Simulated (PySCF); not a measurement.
C₄H₆F (doublet state).
Structure used (GFN2-xTB), in Å, numbered top down from 1:
```
atom  x, y, z in Å
C1    -0.869    1.049   -0.622
C2    -0.211   -0.010   -0.034
C3    -0.846   -1.160    0.366
C4     1.281    0.134    0.163
F5     1.842   -0.969    0.752
H6    -0.345    1.937   -0.926
H7    -1.928    1.010   -0.790
H8    -1.906   -1.273    0.231
H9    -0.305   -1.968    0.820
H10    1.506    0.986    0.814
H11    1.787    0.267   -0.801
```

The hyperfine couplings belong to this conformer and change with its torsions.

Identity: `[CH2]C(=C)CF` [radical].

Computed, not measured: PySCF, UKS B3LYP, pcH-1 on C F H, non-relativistic, mean-field spin-orbit, GIAO. The structure is a single GFN2-xTB conformer in the gas phase; no vibrational or solvent corrections. A GFN2-xTB geometry isn't a minimum of the functional, and hyperfine couplings can be far from their values at a DFT geometry. Stability of the SCF solution: not tested. ⟨S²⟩ is 0.778 where a pure state has 0.75.

Match the computed a_iso(13C) values +57.6, +53.4, -49.5, +6.3 MHz with the sites C1; C2; C3; C4.

```json
{"site": "C1", "a_iso (MHz)": "+57.6", "ρ(0) (bohr⁻³)": "+0.0513", "position": "largest spin population", "distance from C1 (Å)": "0.00", "spin population": "+0.72", "largest |T| (MHz)": "107.7"}
{"site": "C2", "a_iso (MHz)": "-49.5", "ρ(0) (bohr⁻³)": "-0.0440", "position": "1 bond from C3", "distance from C1 (Å)": "1.38", "spin population": "-0.27", "largest |T| (MHz)": "29.9"}
{"site": "C3", "a_iso (MHz)": "+53.4", "ρ(0) (bohr⁻³)": "+0.0475", "position": "a main spin site", "distance from C1 (Å)": "2.42", "spin population": "+0.67", "largest |T| (MHz)": "99.3"}
{"site": "C4", "a_iso (MHz)": "+6.3", "ρ(0) (bohr⁻³)": "+0.0056", "position": "2 bonds from C1", "distance from C1 (Å)": "2.46", "spin population": "+0.01", "largest |T| (MHz)": "1.0"}
```

ρ(0) is the spin density at the nucleus and T the dipolar tensor; entries for several nuclei are means. The largest Mulliken spin populations are on C1 (+0.72), C3 (+0.67) and C2 (-0.27). The positive populations add up to 1.40 and the negative ones to -0.40, together 2S = 1. The angles at C1 add up to 360.0°, so it is planar; its axial dipolar tensor and the negative couplings of its protons fit spin in a p orbital normal to that plane. Main spin sites, with 60 % or more of the largest population: C1, C3; positions count bonds from the nearest.

The spin density at the nucleus, in bohr⁻³, is negative for C2 (-0.0440), H6 (-0.0098) and H7 (-0.0095), for instance. A restricted open-shell determinant has no negative spin density anywhere; here it arises because α and β orbitals differ (spin polarisation).

H6 and H7 aren't averaged: C1 is flat or nearly so (angle sum 360°), and its turn about the short C1–C2 bond (1.38 Å) is taken as slow.
